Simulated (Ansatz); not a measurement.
C4H4F2 can be A, `F/C=C\C=C/F`, or B, `FCC#CCF`.

Program: Ansatz. Geometries: PBE0-D4/def2-TZVP. ΔE: electronic, gas phase. CBS: MP2 limit from def2 TZ/QZ plus the TZ coupled-cluster correction, frozen cores. DFT in def2-TZVPP. Each species was taken in one conformer, which may not be the lowest.

A:

Z-matrix (Å, degrees):
```
C
C 1 1.327
F 1 1.337 2 122.2
H 1 1.083 2 125.3 3 180.0
C 2 1.443 1 124.4 3 0.0
H 2 1.083 1 116.7 3 -180.0
C 5 1.327 2 124.4 1 180.0
H 5 1.083 2 118.9 1 -0.0
F 7 1.337 5 122.2 2 0.0
H 7 1.083 5 125.4 2 -180.0
```

B:

```xyz
10

F     1.6101   -0.9304   -2.1730
C     1.2825   -1.3268   -0.8915
C     0.3636   -0.4006   -0.2623
C    -0.3933    0.3608    0.2770
C    -1.3220    1.2737    0.9111
F    -0.6704    2.1930    1.7090
H     2.2073   -1.3913   -0.3098
H     0.8360   -2.3244   -0.9510
H    -1.8854    1.8237    0.1508
H    -2.0283    0.7224    1.5396
```

Q: Which isomer does CCSD(T)/CBS put lower? Give the gap. (Best estimate.)

A: Ansatz gave: A, by 84.5 kJ/mol.

Q: Give E(B) − E(A) in kJ/mol with HF/def2-TZVPP, ωB97M-V, r2SCAN-D4, CCSD(T)/def2-TZVPP, PBE-D4, MP2/def2-TZVPP, PBE0-D4. (Best estimate.)

A: The calculation gave: HF/def2-TZVPP 73.5, ωB97M-V 87.3, r2SCAN-D4 102.0, CCSD(T)/def2-TZVPP 84.6, PBE-D4 101.7, MP2/def2-TZVPP 73.3, PBE0-D4 96.3. None reverses the order clearly.

Largest T1 diagnostic: 0.013.

From PBE to PBE0 (25 % exact exchange), in def2-TZVPP and without D4, E(B) − E(A) moves by −5.0 kJ/mol. The D4 term adds +3.7 kJ/mol with B3LYP and +1.9 kJ/mol with PBE0; it sums over pairs of atoms, weighted by their polarisabilities, and B3LYP, whose exchange is more repulsive, gets the larger term.

B3LYP here is the variant with VWN-RPA as its local correlation; programs differ in this.
